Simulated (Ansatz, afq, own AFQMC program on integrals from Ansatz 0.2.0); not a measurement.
# Where AFQMC and coupled cluster stand for AlC, doublet

```xyz
2

Al    0.0000    0.0000    0.0000
C     0.0000    0.0000    1.5390
```

Basis 6-31G. Only valence electrons are correlated. Integrals, coupled cluster, full CI and functionals: Ansatz 0.2.0; the random walks run on the same integrals in our own AFQMC program. The CISD trial takes its coefficients from CCSD amplitudes. Released means that phaseless walkers are propagated on without the constraint, phases kept. Uncertainties: one standard error, sampling alone.

Determinant: UHF, the one that the program's search chose, which needn't be the lowest solution. The geometry is a point of a scan.

Full CI on the same integrals is exact in this basis and with this determinant's frozen core.

Cautions: strong correlation (T1 0.105, weight of the determinant 0.72, largest double 0.14); unrestricted determinant spin contaminated (⟨S²⟩ 2.12 against 0.75); CCSD(T) is in doubt: in a space of 7 electrons in 8 natural orbitals full CI lies 122 meV below it; the released energies have errors that jump between times, so the bars are unsure, so no released level is given (meV from the phaseless value at times in 1/Eh: -10 ± 4 at 0.24, -10 ± 16 at 0.51, -30 ± 4 at 0.99, -46 ± 4 at 1.62, -45 ± 5 at 2.40), though the last usable value meets full CI within the noise; the next higher spin lies close (full CI puts it 55 meV above).

```
T1 diagnostic                               : 0.1049
weight of the determinant in the CISD state : 0.721
⟨S²⟩ of the determinant                     : 2.119
size of the correlated space                : 7 electrons in 16 orbitals
```

```
  level  correlation energy (eV)
    MP2                  -1.4482
   CCSD                  -2.3750
CCSD(T)                  -2.4941
```

Estimate where full CI lies against CCSD(T) on the same integrals.

16.4 kJ/mol below CCSD(T).

Reference: full CI, correlation energy -2.664 eV. The cautions show a poor starting determinant, so the rows tell how each method copes with it here, and full CI is the sure value.

```json
{"level": "CCSD(T)", "E − E(reference) (kJ/mol)": "16.4", "share of correlation (%)": "93.63"}
{"level": "CCSDT", "E − E(reference) (kJ/mol)": "5.6", "share of correlation (%)": "97.82"}
{"level": "CCSDT(Q)", "E − E(reference) (kJ/mol)": "2.0", "share of correlation (%)": "99.21"}
{"level": "CCSDTQ", "E − E(reference) (kJ/mol)": "0.6", "share of correlation (%)": "99.77"}
{"level": "ph-AFQMC/CISD", "E − E(reference) (kJ/mol)": "3.9 ± 0.4", "share of correlation (%)": "98.48"}
```

CCSDT and higher add their correlation energy to the determinant of the CCSD(T) run, since their own runs factorise the integrals more tightly (a shift of under 2 meV). A walk keeps the symmetry of its determinant, which the program's search chose and which needn't be the lowest solution, so a lower state of the same spin and another symmetry isn't excluded.
